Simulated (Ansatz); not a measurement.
This geometry of BClH4O (7 atoms, charge 0, multiplicity 1) is a first-order saddle point.

All numbers below come from UHF/def2-SVP in Ansatz 0.2.0.

```xyz
7
Properties=species:S:1:pos:R:3
B -0.506 -0.423 0.336
Cl 1.940 -0.346 0.282
H -0.841 -1.322 -0.368
H -0.685 -0.363 1.505
H 0.840 0.731 -0.166
O -0.294 0.874 -0.327
H -0.455 0.849 -1.263
```

(1) Which two structures does it join? (They come from a converged band through this point; their orientation in space is the band's.)

(2) How far does it lie above each of them?

Results:

(1) Bonds broken: B1–Cl2, H5–O6. Bonds formed: Cl2–H5. BClH4O becomes BH3O + ClH.

First end point:

```xyz
7
Properties=species:S:1:pos:R:3
B -0.155 -0.594 0.392
Cl 1.659 -0.957 0.227
H -0.852 -1.334 -0.241
H -0.483 -0.286 1.503
H 0.226 1.541 -0.072
O -0.327 0.865 -0.449
H -0.069 0.764 -1.359
```

Last end point:

```xyz
7
Properties=species:S:1:pos:R:3
B -1.065 -0.565 0.231
Cl 2.942 0.965 0.422
H -2.147 -0.863 -0.199
H -0.684 -0.930 1.305
H 1.741 0.707 0.073
O -0.231 0.205 -0.495
H -0.557 0.480 -1.338
```

(2) 1.11 eV above the first and 1.44 eV above the second. This is the barrier of this one path; another mechanism may lie lower. The orbitals were unrestricted but ended closed-shell.

Time of the run: 5.9 min on 1 thread of Intel(R) Xeon(R) Processor @ 2.50GHz (Skylake/Cascade Lake), on a shared host, peak memory 0.14 GiB.
